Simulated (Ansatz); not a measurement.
# BCl (singlet): the correlation ladder, cc-pVDZ

One table from this session's results is given with a row withheld; the runs are named, their logs left out.

Computed with Ansatz 0.2.0, Gaussian basis. Level: cc-pVDZ, core rule «outside noble gas», up to 6 orbitals frozen.

The runs, in order: UHF; CCSD(T) on RHF; CCSD(T) on UHF; BCCD(T) on RHF; CISD; CCSDT(Q) on RHF; CCSDT(Q) on UHF; CISDTQ; CCSDTQ on RHF; CCSDTQ on UHF; CASSCF and MRCISD+Q, 10 electrons in 8 orbitals; CASSCF and NEVPT2, 10 electrons in 8 orbitals.

7 further runs of the same task are left out: 3 for a known fault of the program, 4 set aside as unsound or not needed.

### The system

The geometry is a PBE0/def2-TZVP stationary point (not a proven minimum) of the parent state, kept for this charge and spin.

2 atoms, charge 0, spin multiplicity 1.

Atoms are counted from 1 here; the program's logs count them from 0.

Bond lengths: B1–Cl2 1.697 Å.

Coordinates:

```
B     0.0000    0.0000    0.0000
Cl    0.0000    0.0000    1.6966
```

Set-up of the first run:

Contents of in.yaml:

```yaml
crystal:
  periodic: [false, false, false]
  atoms:
    - {symbol: B, position_ang: [0.000000, 0.000000, 0.000000]}
    - {symbol: Cl, position_ang: [0.000000, 0.000000, 1.696600]}
basis:
  gaussian: {orbitals: cc-pVDZ}
magnetization: {spin_polarized: true, initial_magnetization: 0}
hamiltonian: {xc: hf}
output: {orbitals: {seedname: orbitals}}
```

Command:

```bash
$ ansatz run in.yaml --threads 1 --pin off --events-out ev --progress --plain --max-ram 2816MiB --backend cpu
```

Steps of the session up to this table: UHF; CCSD(T) on RHF; CCSD(T) on UHF; BCCD(T) on RHF; CISD; CCSDT(Q) on RHF; CCSDT(Q) on UHF; CISDTQ; CCSDTQ on RHF; CCSDTQ on UHF; CASSCF and MRCISD+Q, 10 electrons in 8 orbitals; CASSCF and NEVPT2, 10 electrons in 8 orbitals.

One table of the session follows, with a row left open; its other results are not shown here.

| method | from RCCSDTQ (meV) |
| --- | --- |
| RHF | +6325.3 |
| UHF | +6309.9 |
| RMP2 | ? |
| CISD | +680.5 |
| RCCSD | +221.0 |
| RCCSD(T) | +33.7 |
| BCCD(T) | +30.5 |
| RCCSDT | +14.2 |
| CISDTQ | +38.4 |
| RCCSDT(Q) | -0.4 |
| RCCSDTQ | 0 |
| CASSCF valence | +4694.4 |
| NEVPT2 valence | +987.7 |
| MRCISD valence | +304.7 |
| MRCISD+Q valence | +6.1 |

Estimate the missing values for RMP2.

The run gave: from RCCSDTQ (meV): +984.5. In the column «from RCCSDTQ (meV)» it lies between CISD (+680.5) and NEVPT2 valence (+987.7).
